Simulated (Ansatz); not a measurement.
One stationary structure of Rh. Space group Fm-3m (No. 225), fcc (Cu type). Calculation: PBEsol (plane waves to 420 eV, PAW, scalar-relativistic; Ansatz, a first-principles code).

```xyz
1
Lattice="0.0000 1.8901 1.8901 1.8901 0.0000 1.8901 1.8901 1.8901 0.0000" Properties=species:S:1:pos:R:3 pbc="T T T"
Rh     0.0000     0.0000     0.0000
```

```json
{
 "volume_per_atom": "13.50 Å³",
 "band_gap": "zero (metallic)",
 "shortest_distances": "Rh–Rh 2.67 Å",
 "k-mesh": "21×21×21"
}
```

No spin polarisation in the result.

Measured for Rh: a 3.794 Å (static lattice; corrected from measurement; as listed in Daniel Mejia-Rodriguez, S. B. Trickey, Phys. Rev. B (2018)). Computed minus measured — a: PBEsol -0.4 %. The computed values are for a static lattice.

The run could not lose the symmetry of its start.

It was reached from a disturbed copy of a I4/mmm (No. 139) cell (AFLOW prototype A_tI2_139_a (A_a)), against which it lies -0.24 eV/atom.
